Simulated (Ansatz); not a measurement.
# Two structures, one formula

The two ends of one reaction step of BH₂ClO, singlet (PBE0-D4/def2-TZVP).

A:

```
5
angstrom
B 0.0615 0.3180 0.0139
H 0.6242 0.5994 1.0292
O -0.3095 -0.9354 -0.2945
H -0.0742 -1.5724 0.3852
Cl -0.3020 1.5905 -1.1338
```

B:

| atom | x (Å) | y (Å) | z (Å) |
| --- | --- | --- | --- |
| B1 | -0.5636 | 0.0152 | -1.1100 |
| H2 | 0.9463 | 0.0567 | 1.8356 |
| O3 | -0.7241 | -1.1751 | -1.0259 |
| H4 | 0.6836 | -0.5730 | 1.5312 |
| Cl5 | -0.3422 | 1.6762 | -1.2309 |

Ansatz 0.2.0; basis: def2-TZVPP; cores frozen in the correlated methods. B3LYP uses VWN-RPA correlation.

Question: Which structure is lower at CCSD(T), and by how much? (To be estimated.)

Answer: Computed: A, by 1.068 eV (electronic energy, against the other). By their contacts, A is BH₂ClO ([OH][BH][Cl]) and B is a complex of BClO + H₂.

All methods give the same order:

```
      method  E(B) − E(A) (eV)
       SPW92             1.366
      PBE-D4             1.026
     BLYP-D4             0.831
   r2SCAN-D4             1.109
      B97M-V             1.066
     PBE0-D4             1.222
    B3LYP-D4             1.024
  r2SCAN0-D4             1.259
    BHLYP-D4             1.240
CAM-B3LYP-D4             1.144
     wB97X-V             1.187
     wB97M-V             1.126
      B2PLYP             1.006
    PBE-QIDH             1.238
  RPA on PBE             0.979
          HF             1.294
         MP2             0.992
        CCSD             1.138
     CCSD(T)             1.068
```

The T1 diagnostic stays at or below 0.016.

Labels in which every atom is bracketed show which atoms are joined, not bond orders.

For scale, one of the runs: CCSD(T)/def2-TZVPP, 132 basis functions, launched by `ansatz run in.yaml --threads 2 --pin off --events-out ev --progress --plain --max-ram 4352MiB`. Time: 3.5 s of wall clock on 2 CPU threads of an Intel Xeon 6975P-C; the host was shared. Peak host memory: 0.74 GiB.
